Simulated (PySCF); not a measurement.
Molecule: SMILES C1=CCC[CH+]1, [C5H7]+.

Cartesian coordinates in Å; atom numbers follow the order of the lines, from 1:
```xyz
12

C     0.8788    1.0792   -0.1493
C    -0.5016    1.1602   -0.1509
C    -1.1041   -0.1537    0.0258
C     0.0811   -1.1031    0.1412
C     1.2492   -0.2420    0.0217
H     1.5545    1.9086   -0.2626
H    -1.0711    2.0689   -0.2665
H    -1.7771   -0.3935   -0.8065
H    -1.7636   -0.1707    0.9022
H     0.0892   -1.8866   -0.6267
H     0.1010   -1.6652    1.0829
H     2.2648   -0.6028    0.0628
```

Total charge +1.

Frames of a GFN2-xTB Langevin trajectory at 200 K; GIAO PBE0/pcSseg-1 shieldings in PySCF 2.14.0 with density-fitted response routines, gas phase, non-relativistic; equivalent atoms averaged within each frame.

References, each an isolated molecule treated in the same way: TMS for 13C (186.93 ppm) and 1H (31.72 ppm). The references are static minima.

Question: How do the shifts (ppm) fluctuate along the trajectory?

Answer: 
| time (fs) | C2/C5 | C1 | C3/C4 | H7/H12 | H6 | H8/H9/H10/H11 |
| --- | --- | --- | --- | --- | --- | --- |
| optimised geometry | 248.3 | 155.8 | 56.5 | 11.22 | 8.66 | 4.38 |
| 250 | 247.8 | 160.1 | 54.5 | 11.00 | 9.16 | 4.58 |
| 425 | 251.7 | 153.9 | 58.3 | 11.32 | 9.08 | 4.29 |
| 625 | 254.9 | 161.1 | 55.3 | 11.78 | 8.57 | 4.01 |
| 800 | 245.9 | 153.8 | 60.0 | 11.18 | 7.54 | 4.52 |
| 1000 | 260.6 | 153.0 | 60.0 | 12.03 | 8.33 | 3.86 |
| mean of frames | 252.2 | 156.4 | 57.6 | 11.46 | 8.54 | 4.25 |
| standard deviation | 5.9 | 3.9 | 2.6 | 0.43 | 0.65 | 0.31 |

5 frames give an uncertainty of the mean of about the standard deviation over 2.2 at best, since frames this close in time may not be independent; classical motion lacks zero-point vibration, and the reference would need the same averaging.
